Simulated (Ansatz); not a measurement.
# CH6AlB: one molecule under many settings

How do the results and run time of CH6AlB respond when the settings are drawn wide?

The runs use Ansatz 0.2.0, Gaussian basis; the settings change from run to run.

1 further run of the same task is left out (it didn't finish).

## Step 1: The relaxed structure

An earlier PBE0-D4 in a triple-zeta def2 set relaxation fixed the geometry.

9 atoms, charge 0, spin multiplicity 1.

Atoms are counted from 1 here; the program's logs count them from 0.

Bond lengths: B1–C2 1.509 Å, B1–H4 1.200 Å, B1–H5 1.200 Å, C2–Al3 1.984 Å, C2–H6 1.095 Å, C2–H7 1.095 Å, Al3–H8 1.584 Å, Al3–H9 1.584 Å. Angles: C2–B1–H4 120.7°, C2–B1–H5 120.7°, H4–B1–H5 118.3°, B1–C2–Al3 103.5°, B1–C2–H6 116.8°, B1–C2–H7 116.8°, Al3–C2–H6 101.7°, Al3–C2–H7 101.7°, H6–C2–H7 113.1°, C2–Al3–H8 119.3°, C2–Al3–H9 119.3°, H8–Al3–H9 121.2°.

## Step 2: r2SCAN50/6-31++G**

Options: multiplicity 3, atoms shaken by 0.08 Å, high accuracy.

Input file in.yaml:

```yaml
crystal:
  periodic: [false, false, false]
  atoms:
    - {symbol: B, position_ang: [-0.449878, 0.711055, -1.174086]}
    - {symbol: C, position_ang: [0.751008, 0.232578, -0.249854]}
    - {symbol: Al, position_ang: [-0.208214, -0.591073, 1.225278]}
    - {symbol: H, position_ang: [-1.018077, -0.090669, -1.835900]}
    - {symbol: H, position_ang: [-0.974806, 1.794652, -0.896637]}
    - {symbol: H, position_ang: [1.165880, 1.032621, 0.113878]}
    - {symbol: H, position_ang: [1.359285, -0.781735, -0.749746]}
    - {symbol: H, position_ang: [-0.464696, -2.386089, 1.303006]}
    - {symbol: H, position_ang: [-0.325446, 0.147628, 2.595498]}
basis:
  gaussian: {orbitals: "6-31++G**"}
magnetization: {spin_polarized: true, initial_magnetization: 2}
hamiltonian: {xc: {name: r2SCAN50}}
accuracy: high
```

Run with:

```console
ansatz run in.yaml --threads 2 --pin off --events-out ev --progress --plain --max-ram 4352MiB
```

What it wrote:

```text
Functional definition: r2SCAN50
  name "r2SCAN50"
  cite "Bursch, Neugebauer, Ehlert & Grimme, J. Chem. Phys. 156, 134105 (2022) doi:10.1063/5.0086040"
  cite "Furness, Kaplan, Ning, Perdew & Sun, J. Phys. Chem. Lett. 11, 8208 (2020) doi:10.1021/acs.jpclett.0c02405"
  cite "Furness, Kaplan, Ning, Perdew & Sun, J. Phys. Chem. Lett. 11, 9248 (2020) doi:10.1021/acs.jpclett.0c03077"
  parent r2scan
  parameter a = 0.5
  parameter k0 = 0.174
  parameter k1 = 0.065
  parameter a1 = 4.9479
  exchange = (1 - a)*r2scan_x(k0 = k0, k1 = k1, a1 = a1) + a*exact_x
  correlation = r2scan_c
2089 factors; integrals over basis functions are off by at most 3.5e-9 eV
mean field evaluation 1: about -8387.6221 eV, gradient 4.0e1 eV
mean field evaluation 2: about -8362.5482 eV, gradient 6.8e1 eV
mean field evaluation 4: about -8398.6447 eV, gradient 2.9e0 eV
mean field evaluation 8: about -8398.8616 eV, gradient 3.4e-1 eV
mean field evaluation 16: about -8398.8716 eV, gradient 7.5e-2 eV
mean field evaluation 32: about -8399.1062 eV, gradient 2.9e-5 eV
mean field -8399.10623020 eV, -308.6614608414 hartree, gradient 3.5e-8 eV, S^2 2.009762; 4 other end points of the search recorded, 0 dependent functions left out
reference -8399.10624022 eV, -308.6614612095 hartree; 16, 14 occupied and 81, 83 virtual orbitals, 2089 factors
Total energy: -8399.10624022 eV, -308.6614612095 hartree
```

It took 19 s on 2 threads of Arm Neoverse V2, shared host; peak memory 0.61 GiB.

⟨S²⟩ 2.010.

## Step 3: wB97X/cc-pVTZ

Options: atoms shaken by 0.03 Å.

Input file in.yaml:

```yaml
crystal:
  periodic: [false, false, false]
  atoms:
    - {symbol: B, position_ang: [-0.502185, 0.623275, -1.216373]}
    - {symbol: C, position_ang: [0.692421, 0.269976, -0.407100]}
    - {symbol: Al, position_ang: [-0.042660, -0.649491, 1.157604]}
    - {symbol: H, position_ang: [-1.019418, -0.104186, -1.945944]}
    - {symbol: H, position_ang: [-0.999216, 1.686284, -0.899387]}
    - {symbol: H, position_ang: [1.330514, 0.925732, 0.048353]}
    - {symbol: H, position_ang: [1.339324, -0.669953, -0.759823]}
    - {symbol: H, position_ang: [-0.357141, -2.226949, 1.188353]}
    - {symbol: H, position_ang: [-0.323646, 0.141678, 2.565406]}
basis:
  gaussian: {orbitals: cc-pVTZ}
hamiltonian: {xc: {name: wB97X}}
```

The command is unchanged.

What it wrote, cut to the lines that bear on the results:

```text
Functional definition: wB97X
  name "wB97X"
  cite "Chai & Head-Gordon, J. Chem. Phys. 128, 084106 (2008) doi:10.1063/1.2834918"
  cite "Becke, J. Chem. Phys. 107, 8554 (1997) doi:10.1063/1.475007"
[...]
  # The coefficients of nought are those of the uniform gas.
[...]
      + exact_x_lr(omega)
[...]
      + integral(e_c_pw_opposite_spin*poly(b97_u_opposite, 1, cos1, cos2, cos3, cos4))
1009 factors; their error is unknown
267 factors; integrals over basis functions are off by at most 1.5e-5 eV
[...]
mean field -8407.15548855 eV, -308.9572656297 hartree, gradient 3.4e-5 eV, S^2 0.000000; 0 other end points of the search recorded, 0 dependent functions left out
reference -8407.15544865 eV, -308.9572641632 hartree; 15, 15 occupied and 163, 163 virtual orbitals, 1009 factors
Total energy: -8407.15544865 eV, -308.9572641632 hartree
```

Run time: 5.5 s. Hardware: 2 threads of Arm Neoverse V2, shared host; peak memory 0.42 GiB.

## Step 4: PBE/pcseg-2

This run has D3(BJ) with three-body dispersion.

Input file in.yaml:

```yaml
crystal:
  periodic: [false, false, false]
  atoms:
    - {symbol: B, position_ang: [-0.482513, 0.634044, -1.143456]}
    - {symbol: C, position_ang: [0.717750, 0.177661, -0.350252]}
    - {symbol: Al, position_ang: [-0.084389, -0.692779, 1.241899]}
    - {symbol: H, position_ang: [-1.012473, -0.100052, -1.931538]}
    - {symbol: H, position_ang: [-0.987780, 1.702110, -0.931846]}
    - {symbol: H, position_ang: [1.331475, 0.958360, 0.110120]}
    - {symbol: H, position_ang: [1.309477, -0.639017, -0.775500]}
    - {symbol: H, position_ang: [-0.363952, -2.251459, 1.214886]}
    - {symbol: H, position_ang: [-0.339195, 0.164935, 2.548688]}
basis:
  gaussian: {orbitals: pcseg-2}
hamiltonian: {xc: {name: PBE}, dispersion: d3bjatm}
output: {forces: true}
```

Same command.

What it wrote, cut to the lines that bear on the results:

```text
Functional definition: PBE
  name "PBE"
  cite "Perdew, Burke & Ernzerhof, Phys. Rev. Lett. 77, 3865 (1996) doi:10.1103/PhysRevLett.77.3865"
  parent pbe
[...]
910 factors; their error is unknown
[...]
mean field -8401.44342396 eV, -308.7473511276 hartree, gradient 1.6e-5 eV, S^2 0.000000; 0 other end points of the search recorded, 0 dependent functions left out
[...]
reference -8401.44348148 eV, -308.7473532416 hartree; 15, 15 occupied and 163, 163 virtual orbitals, 910 factors
Total energy: -8401.58455846 eV, -308.7525377248 hartree
Atom 0 at    -0.482513     0.634044    -1.143456 Å, force    -0.036861     0.007743    -0.010826 eV/Å
Atom 1 at     0.717750     0.177661    -0.350252 Å, force    -0.036360     0.032673    -0.059872 eV/Å
Atom 2 at    -0.084389    -0.692779     1.241899 Å, force    -0.025577    -0.013083     0.024110 eV/Å
Atom 3 at    -1.012473    -0.100052    -1.931538 Å, force    -0.048040    -0.077498    -0.078152 eV/Å
Atom 4 at    -0.987780     1.702110    -0.931846 Å, force    -0.045738     0.108074     0.024693 eV/Å
Atom 5 at     1.331475     0.958360     0.110120 Å, force     0.111035     0.146384     0.103948 eV/Å
Atom 6 at     1.309477    -0.639017    -0.775500 Å, force     0.107464    -0.168283    -0.069854 eV/Å
Atom 7 at    -0.363952    -2.251459     1.214886 Å, force    -0.013774    -0.093057    -0.008531 eV/Å
Atom 8 at    -0.339195     0.164935     2.548688 Å, force    -0.012148     0.057045     0.074484 eV/Å
Dipole moment:     0.224610    -0.085438     0.148523 e Å
```

It took 1.9 s on 2 threads of Arm Neoverse V2, shared host; peak memory 0.35 GiB.

Largest force 0.212 eV/Å, dipole 1.36 D.

## Step 5: B3LYP5/cc-pVTZ

Edit in.yaml of step 4 so:

```diff
@@ -13,4 +13,3 @@
 basis:
-  gaussian: {orbitals: pcseg-2}
-hamiltonian: {xc: {name: PBE}, dispersion: d3bjatm}
-output: {forces: true}
+  gaussian: {orbitals: cc-pVTZ}
+hamiltonian: {xc: {name: B3LYP5}}
```

Same command.

What it wrote, cut to the lines that bear on the results:

```text
Functional definition: B3LYP5
  name "B3LYP5"
  cite "Stephens, Devlin, Chabalowski & Frisch, J. Phys. Chem. 98, 11623 (1994) doi:10.1021/j100096a001"
  cite "Becke, Phys. Rev. A 38, 3098 (1988) doi:10.1103/PhysRevA.38.3098"
  cite "Lee, Yang & Parr, Phys. Rev. B 37, 785 (1988) doi:10.1103/PhysRevB.37.785"
  cite "Vosko, Wilk & Nusair, Can. J. Phys. 58, 1200 (1980) doi:10.1139/p80-159"
[...]
1021 factors; their error is unknown
[...]
mean field -8406.15519247 eV, -308.9205054268 hartree, gradient 4.4e-5 eV, S^2 0.000000; 0 other end points of the search recorded, 0 dependent functions left out
reference -8406.15547410 eV, -308.9205157765 hartree; 15, 15 occupied and 163, 163 virtual orbitals, 1021 factors
Total energy: -8406.15547410 eV, -308.9205157765 hartree
```

It took 1.7 s on 2 threads of Arm Neoverse V2, shared host; peak memory 0.35 GiB.

## Step 6: wB97X-V/def2-TZVP

This run has density fitting with cc-pVTZ-jkfit.

Edit in.yaml of step 5 so:

```diff
@@ -13,3 +13,4 @@
 basis:
-  gaussian: {orbitals: cc-pVTZ}
-hamiltonian: {xc: {name: B3LYP5}}
+  gaussian: {orbitals: def2-TZVP, fitting: {mean_field: cc-pVTZ-jkfit}}
+hamiltonian: {xc: {name: wB97X-V}}
+output: {forces: true}
```

The command is unchanged.

What it wrote, cut to the lines that bear on the results:

```text
Functional definition: wB97X-V
  name "wB97X-V"
  cite "Mardirossian & Head-Gordon, Phys. Chem. Chem. Phys. 16, 9904 (2014) doi:10.1039/C3CP54374A"
  cite "Becke, J. Chem. Phys. 107, 8554 (1997) doi:10.1063/1.475007"
  cite "Vydrov & Van Voorhis, J. Chem. Phys. 133, 244103 (2010) doi:10.1063/1.3521275"
[...]
      + integral(e_c_pw_opposite_spin*poly(b97_u_opposite, cos0, cos1)) + vv10(b, c)
459 factors; integrals over basis functions are off by at most 3.2e-1 eV
459 factors; integrals over basis functions are off by at most 1.3e-6 eV
[...]
mean field -8406.57712340 eV, -308.9360111024 hartree, gradient 4.9e-5 eV, S^2 0.000000; 0 other end points of the search recorded, 0 dependent functions left out
[...]
reference -8406.57712099 eV, -308.9360110138 hartree; 15, 15 occupied and 120, 120 virtual orbitals, 459 factors
Total energy: -8406.57712099 eV, -308.9360110138 hartree
Atom 0 at    -0.482513     0.634044    -1.143456 Å, force    -0.091740     0.057528    -0.099345 eV/Å
Atom 1 at     0.717750     0.177661    -0.350252 Å, force     0.064468    -0.093439     0.165800 eV/Å
Atom 2 at    -0.084389    -0.692779     1.241899 Å, force    -0.000549    -0.018985     0.033648 eV/Å
Atom 3 at    -1.012473    -0.100052    -1.931538 Å, force    -0.020093    -0.019656    -0.026223 eV/Å
Atom 4 at    -0.987780     1.702110    -0.931846 Å, force    -0.019592     0.032813     0.002800 eV/Å
Atom 5 at     1.331475     0.958360     0.110120 Å, force     0.030005     0.034541    -0.013179 eV/Å
Atom 6 at     1.309477    -0.639017    -0.775500 Å, force     0.030077    -0.008122    -0.036074 eV/Å
Atom 7 at    -0.363952    -2.251459     1.214886 Å, force     0.003989     0.039840     0.004006 eV/Å
Atom 8 at    -0.339195     0.164935     2.548688 Å, force     0.003434    -0.024521    -0.031433 eV/Å
Dipole moment:     0.209591    -0.070081     0.121226 e Å
```

Run time: 4.5 s. Hardware: 2 threads of Arm Neoverse V2, shared host; peak memory 0.35 GiB.

Largest force 0.201 eV/Å, dipole 1.21 D.

## Step 7: r2SCAN/def2-mTZVP

Options: charge +1, multiplicity 2, restricted open-shell orbitals, D3(BJ) with three-body dispersion.

Edit in.yaml of step 6 so:

```diff
@@ -13,4 +13,6 @@
 basis:
-  gaussian: {orbitals: def2-TZVP, fitting: {mean_field: cc-pVTZ-jkfit}}
-hamiltonian: {xc: {name: wB97X-V}}
+  gaussian: {orbitals: def2-mTZVP}
+total_charge: 1
+magnetization: {spin_polarized: false, initial_magnetization: 1}
+hamiltonian: {xc: {name: r2SCAN}, dispersion: d3bjatm}
 output: {forces: true}
```

The command is unchanged.

What it wrote, cut to the lines that bear on the results:

```text
Functional definition: r2SCAN
  name "r2SCAN"
  cite "Furness, Kaplan, Ning, Perdew & Sun, J. Phys. Chem. Lett. 11, 8208 (2020) doi:10.1021/acs.jpclett.0c02405"
  cite "Furness, Kaplan, Ning, Perdew & Sun, J. Phys. Chem. Lett. 11, 9248 (2020) doi:10.1021/acs.jpclett.0c03077"
  parent r2scan
[...]
853 factors; their error is unknown
[...]
mean field -8395.27235732 eV, -308.5205686115 hartree, gradient 6.2e-7 eV, S^2 0.750000; 8 other end points of the search recorded, 0 dependent functions left out
[...]
reference -8395.27237467 eV, -308.5205692491 hartree; 15, 14 occupied and 63, 64 virtual orbitals, 853 factors
Total energy: -8395.31089974 eV, -308.5219850195 hartree
Atom 0 at    -0.482513     0.634044    -1.143456 Å, force    -3.050662     0.631230    -1.067735 eV/Å
Atom 1 at     0.717750     0.177661    -0.350252 Å, force     2.391626     0.076969    -0.201051 eV/Å
Atom 2 at    -0.084389    -0.692779     1.241899 Å, force    -0.842380    -0.885669     1.627038 eV/Å
Atom 3 at    -1.012473    -0.100052    -1.931538 Å, force     0.444643     0.046056     0.088526 eV/Å
Atom 4 at    -0.987780     1.702110    -0.931846 Å, force     0.443785    -0.106751     0.002034 eV/Å
Atom 5 at     1.331475     0.958360     0.110120 Å, force     0.142794    -0.060038     0.186060 eV/Å
Atom 6 at     1.309477    -0.639017    -0.775500 Å, force     0.142611    -0.127061     0.144723 eV/Å
Atom 7 at    -0.363952    -2.251459     1.214886 Å, force     0.161042    -0.083285    -0.553210 eV/Å
Atom 8 at    -0.339195     0.164935     2.548688 Å, force     0.166539     0.508549    -0.226386 eV/Å
Dipole moment:     0.236063    -0.071583     0.122835 e Å
```

Wall time 12 s (2 threads of Arm Neoverse V2, shared host); peak memory 0.35 GiB.

Largest force 3.293 eV/Å.

## Step 8: HF/def2-TZVPD

This run has charge -1, multiplicity 2, coordinates scaled by 1.25.

Input file in.yaml:

```yaml
crystal:
  periodic: [false, false, false]
  atoms:
    - {symbol: B, position_ang: [-0.603141, 0.792554, -1.429320]}
    - {symbol: C, position_ang: [0.897188, 0.222076, -0.437816]}
    - {symbol: Al, position_ang: [-0.105486, -0.865973, 1.552374]}
    - {symbol: H, position_ang: [-1.265591, -0.125065, -2.414423]}
    - {symbol: H, position_ang: [-1.234725, 2.127638, -1.164808]}
    - {symbol: H, position_ang: [1.664344, 1.197950, 0.137650]}
    - {symbol: H, position_ang: [1.636847, -0.798772, -0.969375]}
    - {symbol: H, position_ang: [-0.454940, -2.814324, 1.518607]}
    - {symbol: H, position_ang: [-0.423994, 0.206169, 3.185860]}
basis:
  gaussian: {orbitals: def2-TZVPD}
total_charge: -1
magnetization: {spin_polarized: true, initial_magnetization: 1}
hamiltonian: {xc: {name: HF}}
```

Same command.

What it wrote, cut to the lines that bear on the results:

```text
Functional definition: HF
  name "HF"
  cite "Fock, Z. Phys. 61, 126 (1930) doi:10.1007/BF01340294"
  parent pbe
[...]
1126 factors; their error is unknown
[...]
mean field -8373.49874035 eV, -307.7204029465 hartree, gradient 6.7e-6 eV, S^2 0.821398; 1 other end points of the search recorded, 0 dependent functions left out
reference -8373.49874035 eV, -307.7204029465 hartree; 16, 15 occupied and 155, 156 virtual orbitals, 1126 factors
Total energy: -8373.49874035 eV, -307.7204029465 hartree
```

Wall time 9.5 s (2 threads of Arm Neoverse V2, shared host); peak memory 0.46 GiB.

⟨S²⟩ 0.821.

## Step 9: PBE/pcseg-2

Set apart from the defaults: D4 dispersion.

Input file in.yaml:

```yaml
crystal:
  periodic: [false, false, false]
  atoms:
    - {symbol: B, position_ang: [-0.482513, 0.634044, -1.143456]}
    - {symbol: C, position_ang: [0.717750, 0.177661, -0.350252]}
    - {symbol: Al, position_ang: [-0.084389, -0.692779, 1.241899]}
    - {symbol: H, position_ang: [-1.012473, -0.100052, -1.931538]}
    - {symbol: H, position_ang: [-0.987780, 1.702110, -0.931846]}
    - {symbol: H, position_ang: [1.331475, 0.958360, 0.110120]}
    - {symbol: H, position_ang: [1.309477, -0.639017, -0.775500]}
    - {symbol: H, position_ang: [-0.363952, -2.251459, 1.214886]}
    - {symbol: H, position_ang: [-0.339195, 0.164935, 2.548688]}
basis:
  gaussian: {orbitals: pcseg-2}
hamiltonian: {xc: {name: PBE}, dispersion: d4}
```

Launched as before.

What it wrote:

```text
Functional definition: PBE
  name "PBE"
  cite "Perdew, Burke & Ernzerhof, Phys. Rev. Lett. 77, 3865 (1996) doi:10.1103/PhysRevLett.77.3865"
  parent pbe
  parameter kappa = 0.804
  parameter beta = 0.06672455060314922
  exchange = pbe_x(kappa = kappa, mu = beta*pi^2/3)
  correlation = pbe_c(beta = beta)
910 factors; their error is unknown
mean field evaluation 1: about -8389.9947 eV, gradient 6.8e1 eV
mean field evaluation 2: about -8345.1397 eV, gradient 1.2e2 eV
mean field evaluation 4: about -8401.0611 eV, gradient 1.2e1 eV
mean field evaluation 8: about -8401.4910 eV, gradient 1.6e-1 eV
mean field evaluation 16: about -8401.4434 eV, gradient 1.0e-4 eV
mean field -8401.44342788 eV, -308.7473512717 hartree, gradient 7.0e-6 eV, S^2 0.000000; 0 other end points of the search recorded, 0 dependent functions left out
reference -8401.44348541 eV, -308.7473533857 hartree; 15, 15 occupied and 163, 163 virtual orbitals, 910 factors
Total energy: -8401.57826926 eV, -308.7523066012 hartree
```

It took 1.5 s on 2 threads of Arm Neoverse V2, shared host; peak memory 0.35 GiB.

## Step 10: PBE-QIDH/def2-TZVP

Options: coordinates scaled by 1.12.

Input file in.yaml:

```yaml
crystal:
  periodic: [false, false, false]
  atoms:
    - {symbol: B, position_ang: [-0.540414, 0.710129, -1.280671]}
    - {symbol: C, position_ang: [0.803880, 0.198980, -0.392283]}
    - {symbol: Al, position_ang: [-0.094515, -0.775912, 1.390927]}
    - {symbol: H, position_ang: [-1.133969, -0.112059, -2.163323]}
    - {symbol: H, position_ang: [-1.106314, 1.906363, -1.043668]}
    - {symbol: H, position_ang: [1.491252, 1.073363, 0.123335]}
    - {symbol: H, position_ang: [1.466615, -0.715699, -0.868560]}
    - {symbol: H, position_ang: [-0.407627, -2.521634, 1.360672]}
    - {symbol: H, position_ang: [-0.379899, 0.184728, 2.854530]}
basis:
  gaussian: {orbitals: def2-TZVP}
hamiltonian: {xc: {name: PBE-QIDH}}
output: {forces: true}
```

Same command.

What it wrote, cut to the lines that bear on the results:

```text
Functional definition: PBE-QIDH
  name "PBE-QIDH"
  cite "Brémond, Sancho-García, Pérez-Jiménez & Adamo, J. Chem. Phys. 141, 031101 (2014) doi:10.1063/1.4890314"
  cite "Perdew, Burke & Ernzerhof, Phys. Rev. Lett. 77, 3865 (1996) doi:10.1103/PhysRevLett.77.3865"
[...]
927 factors; integrals over basis functions are off by at most 1.1e-3 eV
[...]
mean field -8393.89374998 eV, -308.4699057263 hartree, gradient 1.3e-6 eV, S^2 0.000000; 0 other end points of the search recorded, 0 dependent functions left out
7 core orbitals not correlated: weight in the atoms' cores, before any rotation towards them, 1.000 or more for the frozen orbitals, at most 0.000 for the correlated occupied ones
reference -8393.89376557 eV, -308.4699062992 hartree; 8, 8 occupied and 120, 120 virtual orbitals, 927 factors
second order -11.00117955 eV of doubles, -0.00000000 eV of singles
[...]
Total energy: -8397.56082542 eV, -308.6046682630 hartree
Atom 0 at    -0.540414     0.710129    -1.280671 Å, force     0.604468    -0.355185     0.627293 eV/Å
Atom 1 at     0.803880     0.198980    -0.392283 Å, force    -0.202134    -0.014925     0.033755 eV/Å
Atom 2 at    -0.094515    -0.775912     1.390927 Å, force     0.168158     0.075505    -0.140787 eV/Å
Atom 3 at    -1.133969    -0.112059    -2.163323 Å, force     1.205120     1.552649     1.735724 eV/Å
Atom 4 at    -1.106314     1.906363    -1.043668 Å, force     1.151929    -2.319375    -0.412249 eV/Å
Atom 5 at     1.491252     1.073363     0.123335 Å, force    -1.821885    -2.331922    -1.475982 eV/Å
Atom 6 at     1.466615    -0.715699    -0.868560 Å, force    -1.755098     2.524682     1.217653 eV/Å
Atom 7 at    -0.407627    -2.521634     1.360672 Å, force     0.340094     1.938889     0.037834 eV/Å
Atom 8 at    -0.379899     0.184728     2.854530 Å, force     0.309348    -1.070319    -1.623241 eV/Å
Dipole moment:     0.164508    -0.063406     0.110319 e Å
```

It took 5.5 s on 2 threads of Arm Neoverse V2, shared host; peak memory 0.35 GiB.

Largest force 3.307 eV/Å, dipole 1.00 D.

## Step 11: The runs in one table

```
             level  charge  multiplicity  geometry  functions  energy (eV)   time
r2SCAN50/6-31++G**       0             3    shaken         97    -8399.106   19 s
     wB97X/cc-pVTZ       0             1    shaken        178    -8407.155  5.5 s
       PBE/pcseg-2       0             1   relaxed        178    -8401.585  1.9 s
    B3LYP5/cc-pVTZ       0             1   relaxed        178    -8406.155  1.7 s
 wB97X-V/def2-TZVP       0             1   relaxed        135    -8406.577  4.5 s
 r2SCAN/def2-mTZVP       1             2   relaxed         78    -8395.311   12 s
     HF/def2-TZVPD      -1             2    scaled        171    -8373.499  9.5 s
       PBE/pcseg-2       0             1   relaxed        178    -8401.578  1.5 s
PBE-QIDH/def2-TZVP       0             1    scaled        135    -8397.561  5.5 s
```

## Step 12: Summary of results

| quantity | value |
| --- | --- |
| runs | 9 |
| quickest | PBE/pcseg-2, 1.5 s |
| slowest | r2SCAN50/6-31++G**, 19 s |
| spread of total energies, same state and geometry | 5.0 eV |
| dipole, same state and geometry | 1.21 to 1.36 D |

In words: Run time spans a factor of 13, from PBE/pcseg-2 to r2SCAN50/6-31++G**. The jobs differ in tasks and options as well as level. The totals spread over 5 eV; they can't be compared across methods or bases. At the PBE0-D4/def2-TZVP geometry and in the same state, runs without warnings or point charges leave forces up to 0.21 eV/Å (PBE/pcseg-2), against 3.3 eV/Å where the atoms were moved.
